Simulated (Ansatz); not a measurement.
**Elastic constant C12 of rhombohedral A7 Sb at several levels of theory**

No measured value is used here.

| level (code) | value (GPa) | cell (Å³/atom) |
|---|---|---|
| LDA (Ansatz) | 29.9 | 29.13 |
| PBE (Ansatz) | 25.3 | 31.86 |
| PBEsol (Ansatz) | 28.0 | 29.79 |
| HSE06 (Ansatz) | 27.8 | 31.05 |

LDA: LDA has no dispersion term either, though it tends to give short spacings of layers, chains or molecules. PBE, PBEsol, HSE06: the cell comes from a level without a dispersion term, which matters for the spacing of layers, chains or molecules. HSE06: hybrids on metals are sensitive to the k mesh. HSE06: the run warned that the count of filled bands differs between k points. Each level is taken at its own relaxed cell. K meshes differ between the levels. Ansatz's density-functional and Hartree–Fock values are scalar-relativistic unless marked +SOC, with PAW data made under PBE.

Ansatz is a first-principles code.
